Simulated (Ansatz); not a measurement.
System: corundum Cr2O3. Method: PBEsol-D3(BJ) (PAW; Ansatz, a quantum-chemistry and plane-wave program).

Run with plane-wave cutoff 520 eV, 8×8×8 k mesh, Fermi–Dirac smearing 0.01 eV, spin-polarised with opposed moments, scalar-relativistic PAW data made under PBE.

Properties against volume:

Shape and atoms are relaxed at each volume.

| V (Å³/atom) | P (GPa) | direct gap at Γ (eV) | smallest gap on the k mesh (eV) | c (Å) |
|---|---|---|---|---|
| 8.789 | 9.58 | 1.303 | 1.249 | 13.654 |
| 8.972 | 4.61 | 1.419 | 1.314 | 13.673 |
| 9.155 | 0.01 | 1.515 | 1.366 | 13.704 |
| 9.338 | -4.25 | 1.594 | 1.405 | 13.745 |
| 9.522 | -8.15 | 1.652 | 1.434 | 13.794 |

The fundamental gap (1.36 eV at the equilibrium volume, with added k points) lies elsewhere than Γ–Γ.

Measured, for comparison: band gap 3.3 ± 0.1 eV (temperature not stated, no zero-point or thermal correction, middle of the range; as tabulated in Medasani et al. (2019), arXiv:1904.04625).

Note: without U or exact exchange, gaps and moments of open d shells tend to come out too small; the bulk modulus comes from volumes at which shape and atoms were relaxed.
